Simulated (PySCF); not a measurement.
# AlNH6: spin-spin couplings and electronic excitations at several levels of theory, part 2 of 2

PySCF 2.14.0. Atoms count from 0.

### Step 8. Ultraviolet spectrum: B3LYP/def2-SVPD

Job settings and geometry (Å):

```
{"job": {"kind": "uv", "xc": "B3LYP", "basis": "def2-SVPD", "ip": true}, "charge": 0, "multiplicity": 1}
N     -0.975350    -0.120711     0.070760
Al     1.077190     0.125695    -0.090540
H     -1.371394     0.490668     0.786269
H     -1.220750    -1.079984     0.320343
H     -1.446900     0.095303    -0.808872
H      1.113748     1.672560    -0.525191
H      1.382419    -0.970834    -1.224773
H      1.496027    -0.232156     1.419294
```

With the program's defaults for keys left out, this is: TDDFT B3LYP/def2-SVPD, vertical, gas phase, core orbitals frozen in the response.

Standard output:

```text
coarse grid: 6408 points
cycle   1  E = -300.6508753956  dE = -2.415e-01  |g| = 2.848e-01  |ddm| = 2.888e+00
cycle   2  E = -300.6590761162  dE = -8.201e-03  |g| = 2.809e-01  |ddm| = 6.645e-01
cycle   3  E = -300.6754399618  dE = -1.636e-02  |g| = 6.331e-02  |ddm| = 2.554e-01
cycle   4  E = -300.6764511183  dE = -1.011e-03  |g| = 3.820e-03  |ddm| = 7.184e-02
cycle   5  E = -300.6764552260  dE = -4.108e-06  |g| = 1.096e-03  |ddm| = 1.009e-02
final grid: 55120 points
cycle   6  E = -300.7136774434  dE = -1.391e-05  |g| = 3.800e-03  |ddm| = 4.279e-02
cycle   7  E = -300.7136748853  dE =  2.558e-06  |g| = 5.167e-03  |ddm| = 7.926e-03
cycle   8  E = -300.7136804690  dE = -5.584e-06  |g| = 2.630e-04  |ddm| = 4.043e-03
cycle   9  E = -300.7136804875  dE = -1.854e-08  |g| = 4.324e-05  |ddm| = 5.894e-04
cycle  10  E = -300.7136804881  dE = -6.340e-10  |g| = 3.621e-06  |ddm| = 1.081e-04
converged SCF energy = -300.7136804881

Static polarisability (au): isotropic 46.369, principal 46.075 46.086 46.947

Singlet excitations
state   eV       nm        f      main configurations
  1   5.5401    223.8   0.00895   H->L 0.96
  2   5.5409    223.8   0.00890   H-1->L 0.96
  3   7.1789    172.7   0.02693   H->L+1 0.66, H-1->L+1 0.28
  4   7.1802    172.7   0.02676   H-1->L+1 0.66, H->L+1 0.28
  5   7.3188    169.4   0.00001   H-1->L+2 0.47, H->L+3 0.47
  6   7.4884    165.6   0.07689   H-2->L 0.51, H->L+2 0.24, H-1->L+3 0.23
  7   7.5447    164.3   0.00208   H-1->L+2 0.31, H->L+3 0.31, H-1->L+4 0.30
  8   7.5456    164.3   0.00207   H->L+4 0.32, H->L+2 0.31, H-1->L+3 0.29
  9   7.5752    163.7   0.05018   H-2->L 0.47, H-1->L+3 0.27, H->L+2 0.25
 10   7.7184    160.6   0.15127   H->L+4 0.61, H->L+2 0.14, H-1->L+3 0.14

Triplet excitations (Tamm-Dancoff, eV): 5.3877 5.3882 6.8181 6.8194
```

Run time: 14 s. Hardware: 1 thread of Arm Neoverse V1, shared host; peak memory 0.42 GiB.

In short: HOMO -7.22 eV, LUMO -0.83 eV; lowest singlet 5.54 eV.

### Step 9. Ultraviolet spectrum: PBE0/def2-SVPD

Same as in step 8 but for these lines:

```diff
@@ -1,2 +1,2 @@
-{"job": {"kind": "uv", "xc": "B3LYP", "basis": "def2-SVPD", "ip": true}, "charge": 0, "multiplicity": 1}
+{"job": {"kind": "uv", "xc": "PBE0", "basis": "def2-SVPD", "ip": true}, "charge": 0, "multiplicity": 1}
 N     -0.975350    -0.120711     0.070760
```

Method: TDDFT PBE0/def2-SVPD, vertical, gas phase, core orbitals frozen in the response.

Standard output:

```text
coarse grid: 6408 points
cycle   1  E = -300.4401785725  dE = -2.543e-01  |g| = 2.477e-01  |ddm| = 2.893e+00
cycle   2  E = -300.4523190610  dE = -1.214e-02  |g| = 1.971e-01  |ddm| = 5.346e-01
cycle   3  E = -300.4601188188  dE = -7.800e-03  |g| = 5.682e-02  |ddm| = 1.940e-01
cycle   4  E = -300.4608844157  dE = -7.656e-04  |g| = 4.576e-03  |ddm| = 6.120e-02
cycle   5  E = -300.4608898932  dE = -5.477e-06  |g| = 9.645e-04  |ddm| = 9.088e-03
final grid: 55120 points
cycle   6  E = -300.4961655540  dE = -1.093e-05  |g| = 4.989e-03  |ddm| = 5.169e-02
cycle   7  E = -300.4961618427  dE =  3.711e-06  |g| = 6.535e-03  |ddm| = 8.999e-03
cycle   8  E = -300.4961708273  dE = -8.985e-06  |g| = 1.166e-04  |ddm| = 5.085e-03
cycle   9  E = -300.4961708307  dE = -3.437e-09  |g| = 3.302e-05  |ddm| = 2.487e-04
cycle  10  E = -300.4961708310  dE = -3.206e-10  |g| = 3.828e-06  |ddm| = 8.196e-05
converged SCF energy = -300.4961708310

Static polarisability (au): isotropic 46.190, principal 45.802 45.814 46.953

Singlet excitations
state   eV       nm        f      main configurations
  1   5.7981    213.8   0.01208   H->L 0.94
  2   5.7988    213.8   0.01200   H-1->L 0.94
  3   7.2993    169.9   0.02741   H->L+1 0.68, H-1->L+1 0.26
  4   7.3006    169.8   0.02715   H-1->L+1 0.68, H->L+1 0.26
  5   7.4660    166.1   0.00001   H-1->L+2 0.46, H->L+3 0.46
  6   7.7329    160.3   0.04730   H->L+2 0.37, H-1->L+3 0.35, H-2->L 0.25
  7   7.7828    159.3   0.00236   H-1->L+4 0.35, H-1->L+2 0.26, H->L+3 0.26
  8   7.7838    159.3   0.00246   H->L+4 0.37, H-1->L+3 0.26, H->L+2 0.24
  9   7.8548    157.8   0.09859   H-2->L 0.73, H-1->L+3 0.13, H->L+2 0.12
 10   7.9765    155.4   0.20675   H->L+4 0.49, H->L+2 0.19, H-1->L+3 0.19

Triplet excitations (Tamm-Dancoff, eV): 5.5680 5.5684 6.9101 6.9114
Vertical ionisation energy (delta-SCF) = 9.7801 eV
```

It took 7.6 s on 1 thread of Arm Neoverse V1, shared host; peak memory 0.42 GiB.

Key values: HOMO -7.40 eV, LUMO -0.50 eV; lowest singlet 5.80 eV.

### Step 10. TDDFT and polarisability: BHandHLYP/def2-SVPD

Same as in step 9 but for these lines:

```diff
@@ -1,2 +1,2 @@
-{"job": {"kind": "uv", "xc": "PBE0", "basis": "def2-SVPD", "ip": true}, "charge": 0, "multiplicity": 1}
+{"job": {"kind": "uv", "xc": "BHandHLYP", "basis": "def2-SVPD", "ip": true}, "charge": 0, "multiplicity": 1}
 N     -0.975350    -0.120711     0.070760
```

Level: TDDFT BHandHLYP/def2-SVPD, vertical, gas phase, core orbitals frozen in the response.

Standard output:

```text
coarse grid: 6408 points
cycle   1  E = -300.6054692950  dE = -2.824e-01  |g| = 2.223e-01  |ddm| = 2.879e+00
cycle   2  E = -300.6223474596  dE = -1.688e-02  |g| = 8.464e-02  |ddm| = 5.272e-01
cycle   3  E = -300.6236478283  dE = -1.300e-03  |g| = 3.979e-02  |ddm| = 1.214e-01
cycle   4  E = -300.6239927634  dE = -3.449e-04  |g| = 6.947e-03  |ddm| = 4.250e-02
cycle   5  E = -300.6240043826  dE = -1.162e-05  |g| = 7.358e-04  |ddm| = 1.105e-02
cycle   6  E = -300.6240045918  dE = -2.092e-07  |g| = 1.008e-04  |ddm| = 2.720e-03
final grid: 55120 points
cycle   7  E = -300.6478557481  dE = -6.462e-06  |g| = 1.849e-03  |ddm| = 3.086e-02
cycle   8  E = -300.6478558347  dE = -8.661e-08  |g| = 1.794e-03  |ddm| = 3.546e-03
cycle   9  E = -300.6478565027  dE = -6.680e-07  |g| = 6.719e-05  |ddm| = 1.368e-03
cycle  10  E = -300.6478565047  dE = -1.996e-09  |g| = 1.508e-05  |ddm| = 1.974e-04
cycle  11  E = -300.6478565048  dE = -8.924e-11  |g| = 2.670e-06  |ddm| = 3.318e-05
converged SCF energy = -300.6478565048

Static polarisability (au): isotropic 44.239, principal 44.049 44.060 44.607

Singlet excitations
state   eV       nm        f      main configurations
  1   6.4166    193.2   0.01856   H->L 0.86
  2   6.4171    193.2   0.01844   H-1->L 0.86
  3   7.7405    160.2   0.03710   H->L+1 0.55, H-1->L+1 0.28
  4   7.7419    160.1   0.03680   H-1->L+1 0.55, H->L+1 0.28
  5   7.8205    158.5   0.00001   H-1->L+2 0.39, H->L+3 0.39
  6   8.3683    148.2   0.00889   H-1->L+4 0.25, H-1->L+2 0.18, H->L+3 0.18
  7   8.3695    148.1   0.00628   H->L+4 0.29, H->L+2 0.27, H-1->L+4 0.14
  8   8.3710    148.1   0.10945   H-2->L 0.46, H-1->L+3 0.25, H->L+2 0.15
  9   8.5598    144.8   0.08069   H-2->L 0.42, H->L+2 0.27, H-1->L+3 0.19
 10   8.5664    144.7   0.36440   H->L+4 0.39, H-1->L+3 0.30, H->L+2 0.22

Triplet excitations (Tamm-Dancoff, eV): 6.1266 6.1270 7.3388 7.3405
Vertical ionisation energy (delta-SCF) = 9.9452 eV
```

Run time: 9 s. Hardware: 1 thread of Arm Neoverse V1, shared host; peak memory 0.42 GiB.

This run: HOMO -8.62 eV, LUMO 0.03 eV; lowest singlet 6.42 eV.

### Step 11. Excited states and response: CAM-B3LYP/def2-SVPD

Same as in step 10 but for these lines:

```diff
@@ -1,2 +1,2 @@
-{"job": {"kind": "uv", "xc": "BHandHLYP", "basis": "def2-SVPD", "ip": true}, "charge": 0, "multiplicity": 1}
+{"job": {"kind": "uv", "xc": "CAM-B3LYP", "basis": "def2-SVPD", "ip": true}, "charge": 0, "multiplicity": 1}
 N     -0.975350    -0.120711     0.070760
```

Method: TDDFT CAM-B3LYP/def2-SVPD, vertical, gas phase, core orbitals frozen in the response.

Standard output:

```text
coarse grid: 6408 points
cycle   1  E = -300.6000731333  dE = -2.733e-01  |g| = 2.371e-01  |ddm| = 2.823e+00
cycle   2  E = -300.6173186414  dE = -1.725e-02  |g| = 1.230e-01  |ddm| = 5.199e-01
cycle   3  E = -300.6199482708  dE = -2.630e-03  |g| = 5.077e-02  |ddm| = 1.435e-01
cycle   4  E = -300.6205106217  dE = -5.624e-04  |g| = 6.170e-03  |ddm| = 5.119e-02
cycle   5  E = -300.6205213032  dE = -1.068e-05  |g| = 9.121e-04  |ddm| = 1.382e-02
cycle   6  E = -300.6205216275  dE = -3.243e-07  |g| = 1.304e-04  |ddm| = 3.046e-03
final grid: 55120 points
cycle   7  E = -300.6586036497  dE = -1.065e-05  |g| = 2.604e-03  |ddm| = 2.952e-02
cycle   8  E = -300.6586035101  dE =  1.396e-07  |g| = 2.798e-03  |ddm| = 4.614e-03
cycle   9  E = -300.6586050992  dE = -1.589e-06  |g| = 7.538e-05  |ddm| = 2.018e-03
cycle  10  E = -300.6586051019  dE = -2.626e-09  |g| = 1.991e-05  |ddm| = 2.554e-04
cycle  11  E = -300.6586051020  dE = -1.503e-10  |g| = 3.301e-06  |ddm| = 4.621e-05
converged SCF energy = -300.6586051020

Static polarisability (au): isotropic 45.707, principal 45.477 45.488 46.157

Singlet excitations
state   eV       nm        f      main configurations
  1   6.1830    200.5   0.01829   H->L 0.77, H-1->L 0.13
  2   6.1835    200.5   0.01816   H-1->L 0.77, H->L 0.13
  3   7.5081    165.1   0.03977   H->L+1 0.55, H-1->L+1 0.26
  4   7.5095    165.1   0.03946   H-1->L+1 0.55, H->L+1 0.26
  5   7.5858    163.4   0.00001   H-1->L+2 0.40, H->L+3 0.40
  6   8.0895    153.3   0.13563   H-2->L 0.61, H->L+2 0.17, H-1->L+3 0.17
  7   8.1315    152.5   0.00045   H-1->L+2 0.23, H->L+3 0.23, H-1->L+4 0.19
  8   8.1325    152.5   0.00044   H-1->L+3 0.22, H->L+2 0.22, H->L+4 0.20
  9   8.3220    149.0   0.05699   H-2->L 0.32, H->L+2 0.28, H-1->L+3 0.26
 10   8.3498    148.5   0.34382   H->L+4 0.46, H-1->L+3 0.22, H->L+2 0.20

Triplet excitations (Tamm-Dancoff, eV): 5.9088 5.9091 7.1520 7.1534
Vertical ionisation energy (delta-SCF) = 9.9803 eV
```

It took 10 s on 1 thread of Arm Neoverse V1, shared host; peak memory 0.42 GiB.

In short: HOMO -8.83 eV, LUMO 0.17 eV; lowest singlet 6.18 eV.

### Step 12. Side by side: spin-spin couplings

Couplings (Hz), each a mean over the pairs like the one named, with basis size and wall time:

```
            run  Al1–H5  N0–H2  H5–H6  H2–H3  N0–H5  N0–Al1  Al1–H2  functions   time
B3LYP/def2-TZVP   194.3  -63.7   12.5  -11.4   -5.8     4.4    -2.7        104  6.3 s
  B3LYP/cc-pVTZ   187.5  -57.8   11.8  -10.2   -5.4     5.0    -2.3        148  9.6 s
   B3LYP/6-31G*   202.4  -66.7   11.7  -12.8   -4.6     1.5    -2.2         44  2.7 s
```

### Step 13. Comparing the runs: electronic excitations

Excitations and ground-state properties, with basis size and wall time:

```
                run  lowest singlet (eV)  brightest (eV)      f  gap (eV)  α (Å³)  μ (D)  functions   time
       HF/def2-SVPD                 7.51            9.35  0.370     12.08    6.22   5.55         92  1.4 s
      LDA/def2-SVPD                 4.88            7.12  0.113      4.84    7.40   5.40         92  7.7 s
      PBE/def2-SVPD                 4.92            6.88  0.101      4.89    7.17   5.37         92   12 s
    B3LYP/def2-SVPD                 5.54            7.72  0.151      6.39    6.87   5.41         92   14 s
     PBE0/def2-SVPD                 5.80            7.98  0.207      6.90    6.84   5.42         92  7.6 s
BHandHLYP/def2-SVPD                 6.42            8.57  0.364      8.65    6.56   5.45         92    9 s
CAM-B3LYP/def2-SVPD                 6.18            8.35  0.344      9.00    6.77   5.44         92   10 s
```

### Step 14. Summary of results

This closing draws on all 2 parts.

| quantity | value |
| --- | --- |
| largest coupling of the table (B3LYP/def2-TZVP) | 1J(Al,H) Al1–H5, 194.3 Hz |
| lowest singlet (HF/def2-SVPD) | 7.51 eV (165 nm), f = 0.043 |
| brightest single state of those computed | state 7, 9.35 eV, f = 0.370 |
| lowest triplet | 6.71 eV |
| vertical ionisation energy (ΔSCF) | 9.37 eV |
| range of J(Al1,H5), mean over like pairs | 187.5 to 202.4 Hz |
| range of the lowest singlet | 4.88 to 7.51 eV |

In words: Single values in the summary come from the first run of each kind that ended normally (B3LYP/def2-TZVP; HF/def2-SVPD), which need not be the best level. In the run at B3LYP/def2-TZVP, the largest coupling of the table is Al1–H5 (mean over like pairs), 194.3 Hz, of which the Fermi-contact term gives 195.0 Hz. The lowest singlet, at 7.51 eV, is HOMO−1→LUMO 0.28, HOMO→LUMO 0.24 and is weak; of the 10 states computed, the strongest absorption comes from states 6 to 7 together at 9.35 eV. The lowest triplet lies 0.80 eV below the lowest singlet (triplets in Tamm-Dancoff, singlets in full TDDFT). At HF/def2-SVPD, the highest states lie near or above the ionisation energy, where they hang on the basis. The orbital energy would give 10.55 eV for ionisation, ΔSCF gives 9.37 eV. The coupling Al1–H5, as a mean over pairs of its kind, runs from 187.5 Hz (B3LYP/cc-pVTZ) to 202.4 Hz (B3LYP/6-31G*). The lowest singlet runs from 4.88 eV (LDA/def2-SVPD) to 7.51 eV (HF/def2-SVPD), while the orbital gap spans 4.84 to 12.08 eV. The lowest state need not be the same one in every run. The runs solved for a few states only, so the brightest column depends on that window. Couplings from bases without tight functions are rough.
